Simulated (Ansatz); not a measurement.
Cost and result for the atomization energy of `COCOC` (13 atoms, 12 bonds).

Cartesian coordinates in Å:
```
C -1.113 0.328 -1.740
O -0.627 -0.871 -1.181
C -0.212 -0.741 0.121
O 0.935 0.062 0.183
C 1.349 0.288 1.502
H -0.320 1.074 -1.842
H -1.920 0.748 -1.124
H -1.509 0.083 -2.725
H 0.008 -1.753 0.488
H -1.004 -0.288 0.749
H 2.233 0.924 1.464
H 0.571 0.796 2.090
H 1.610 -0.649 2.013
```

Total charge 0; spin multiplicity 1. The structure was optimised at the PBE0-D4/def2-TZVP level. It is one conformer, not always the lowest. Program: Ansatz. All runs use 4 threads of an Intel Xeon Platinum 8488C on a shared host. Times are those of one run each, without the atoms' runs, and a repeat can differ threefold. Electronic energies, without spin–orbit coupling; frozen cores. CCSD(T)/CBS adds CCSD(T) − MP2 in def2-TZVPP to the MP2 limit, and its time is that of the two runs behind it. T1 = 0.011. B3LYP takes the VWN-RPA correlation (the form of Gaussian; ORCA's B3LYP/G).

CCSD(T)/CBS is a level of theory with its own doubt, some kJ/mol a heavy atom from the limit and from the frozen cores, so smaller differences don't rank the functionals.

```json
{"level": "PBE-D4/def2-TZVPP (with forces)", "functions": "267", "wall time": "2.1 s", "atomization (kJ/mol)": "5080.5", "difference from CCSD(T)/CBS": "113.0", "per bond": "9.4"}
{"level": "PBE0-D4/def2-TZVPP", "functions": "267", "wall time": "2.7 s", "atomization (kJ/mol)": "4976.8", "difference from CCSD(T)/CBS": "9.3", "per bond": "0.8"}
{"level": "r2SCAN-D4/def2-TZVPP (with forces)", "functions": "267", "wall time": "3.5 s", "atomization (kJ/mol)": "4974.4", "difference from CCSD(T)/CBS": "6.9", "per bond": "0.6"}
{"level": "B3LYP-D4/def2-TZVPP (with forces)", "functions": "267", "wall time": "3.8 s", "atomization (kJ/mol)": "4966.2", "difference from CCSD(T)/CBS": "-1.3", "per bond": "-0.1"}
{"level": "B2PLYP/def2-TZVPP", "functions": "267", "wall time": "4.7 s", "atomization (kJ/mol)": "4917.4", "difference from CCSD(T)/CBS": "-50.1", "per bond": "-4.2"}
{"level": "ωB97X-V/def2-TZVPP", "functions": "267", "wall time": "5.5 s", "atomization (kJ/mol)": "4974.1", "difference from CCSD(T)/CBS": "6.6", "per bond": "0.6"}
{"level": "ωB97M-V/def2-TZVPP (with forces)", "functions": "267", "wall time": "7 s", "atomization (kJ/mol)": "4979.0", "difference from CCSD(T)/CBS": "11.5", "per bond": "1.0"}
{"level": "MP2/def2-QZVPP", "functions": "525", "wall time": "23 s", "atomization (kJ/mol)": "4991.8", "difference from CCSD(T)/CBS": "24.3", "per bond": "2.0"}
{"level": "CCSD(T)/def2-TZVPP", "functions": "267", "wall time": "2.3 min", "atomization (kJ/mol)": "4847.8", "difference from CCSD(T)/CBS": "-119.7", "per bond": "-10.0"}
{"level": "CCSD(T)/CBS(def2)", "functions": "–", "wall time": "2.6 min", "atomization (kJ/mol)": "4967.5", "difference from CCSD(T)/CBS": "0.0", "per bond": "0.0"}
```

In def2-TZVPP, CCSD(T) changes the Hartree–Fock value by +1280.4 kJ/mol (the triples alone add +70.3 kJ/mol) and MP2 by +1353.8 kJ/mol; breaking electron pairs costs correlation energy, which Hartree–Fock lacks. From PBE to PBE0 (25 % exact exchange), in def2-TZVPP and without D4, the atomization energy moves by −100.5 kJ/mol: exact exchange takes away binding that semilocal exchange gives to molecules. The D4 term adds +30.0 kJ/mol with B3LYP and +15.9 kJ/mol with PBE0; it sums over pairs of atoms, weighted by their polarisabilities, and B3LYP, whose exchange is more repulsive, gets the larger term.
